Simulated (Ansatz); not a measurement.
This geometry of C₄H₈FN (14 atoms, charge 0, multiplicity 1) is a first-order saddle point.

Method: RKS BLYP-D4/6-31G* (Ansatz).

```xyz
14
Properties=species:S:1:pos:R:3
C -0.850 -0.764 1.386
C -0.069 -0.168 0.222
C 1.283 -0.762 -0.118
C -0.576 0.888 -0.447
N -0.001 1.727 -1.415
F -1.832 1.344 -0.122
H -1.032 -0.028 2.190
H -0.296 -1.607 1.830
H -1.839 -1.144 1.075
H 1.661 -0.441 -1.104
H 1.227 -1.866 -0.140
H 2.057 -0.499 0.629
H 0.894 1.376 -1.762
H -0.639 1.914 -2.196
```

Which two structures does it join? (They come from a converged band through this point; their orientation in space is the band's.)

No bond is made or broken. The dihedral H9–C1–C2–C3 goes from 179 to -60°. The two ends are copies of one structure, up to a mirror image or an exchange of like atoms.

Image 0:

```xyz
14
Properties=species:S:1:pos:R:3
C -0.832 -0.764 1.396
C -0.084 -0.146 0.234
C 1.392 -0.471 0.121
C -0.699 0.690 -0.630
N -0.163 1.502 -1.642
F -2.051 0.914 -0.537
H -0.381 -0.472 2.365
H -0.792 -1.869 1.353
H -1.888 -0.461 1.410
H 1.821 -0.221 -0.865
H 1.561 -1.552 0.279
H 1.996 0.057 0.885
H 0.821 1.305 -1.833
H -0.713 1.460 -2.508
```

Image 8:

```xyz
14
Properties=species:S:1:pos:R:3
C -0.828 -0.748 1.406
C -0.090 -0.156 0.225
C 1.223 -0.808 -0.156
C -0.564 0.929 -0.425
N 0.040 1.738 -1.401
F -1.791 1.455 -0.095
H -1.757 -0.203 1.623
H -0.201 -0.732 2.319
H -1.088 -1.809 1.224
H 1.589 -0.508 -1.154
H 1.115 -1.909 -0.174
H 2.028 -0.582 0.570
H 0.911 1.345 -1.761
H -0.599 1.961 -2.172
```

How far does it lie above each of them?

0.063 eV above the first and 0.063 eV above the second. This is the barrier of this one path; another mechanism may lie lower.

Time of the run: 93 s on 2 threads of Intel(R) Xeon(R) Platinum 8375C CPU @ 2.90GHz (Ice Lake), on a shared host, peak memory 0.17 GiB.
